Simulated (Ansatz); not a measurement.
# CH⁺, singlet in cc-pVTZ: errors against full CI

Geometry: that of the CH, doublet, kept fixed.

```xyz
2

C     0.0000    0.0000    0.0000
H     0.0000    0.0000    1.1225
```

Basis cc-pVTZ; Ansatz 0.2.0. Only valence electrons are correlated (noble-gas cores frozen), which leaves 4 electrons in 43 orbitals. Prefix R: restricted or restricted open-shell reference; prefix U: unrestricted. Active spaces: valence = (4e, 5o) chosen from the atoms' valence shells.

Full CI is exact within this basis and frozen core; it isn't the basis-set limit. The frozen core follows each run's orbitals, which can shift R against U totals by a few meV.

- UHF ⟨S²⟩: 0.527
- T1 diagnostic (RCCSD): 0.0105
- largest doubles amplitude (RCCSD): 0.108

```json
{"level": "RHF", "E − E(full CI) (kcal/mol)": "73.14", "share of correlation (%)": "0.00", "wall time": "–"}
{"level": "RMP2", "E − E(full CI) (kcal/mol)": "20.03", "share of correlation (%)": "72.62", "wall time": "–"}
{"level": "CISD", "E − E(full CI) (kcal/mol)": "3.54", "share of correlation (%)": "95.17", "wall time": "0.69 s"}
{"level": "RCCSD", "E − E(full CI) (kcal/mol)": "1.68", "share of correlation (%)": "97.70", "wall time": "–"}
{"level": "RCCSD(T)", "E − E(full CI) (kcal/mol)": "0.33", "share of correlation (%)": "99.54", "wall time": "0.21 s"}
{"level": "BCCD(T)", "E − E(full CI) (kcal/mol)": "0.34", "share of correlation (%)": "99.54", "wall time": "0.3 s"}
{"level": "RCCSDT", "E − E(full CI) (kcal/mol)": "0.08", "share of correlation (%)": "99.89", "wall time": "–"}
{"level": "RCCSDT(Q)", "E − E(full CI) (kcal/mol)": "0.02", "share of correlation (%)": "99.97", "wall time": "1.3 s"}
{"level": "CASSCF (valence space)", "E − E(full CI) (kcal/mol)": "30.58", "share of correlation (%)": "58.19", "wall time": "–"}
{"level": "NEVPT2 (valence space)", "E − E(full CI) (kcal/mol)": "8.45", "share of correlation (%)": "88.45", "wall time": "0.27 s"}
{"level": "MRCISD (valence space)", "E − E(full CI) (kcal/mol)": "0.94", "share of correlation (%)": "98.71", "wall time": "–"}
{"level": "MRCISD+Q (valence space)", "E − E(full CI) (kcal/mol)": "0.43", "share of correlation (%)": "99.41", "wall time": "0.63 s"}
```

The correlation energy at full CI, counted from RHF, is -3.172 eV. That run took 1.3 s on 1 thread of Arm Neoverse V1, shared host over 208,065 determinants.

Run but not shown, since their state or frozen core can't be matched to the reference's or they repeat it: UHF, UMP2, UCCSD, UCCSD(T), UCCSDT, UCCSDT(Q).

Times hold each run's SCF and search for its determinant on a shared host, so for small cases they say little of a method's own cost; they ran on 1 thread of Arm Neoverse V1.

The full-CI state has the irrep A1 of C2v, in the program's axes (one component, if the state is degenerate).

Natural occupations of full CI about the gap: 1.958 1.873 0.061 0.061 0.021 0.006 0.006 0.005 0.004 0.001; effectively unpaired electrons, Σ n²(2−n)², 0.09.
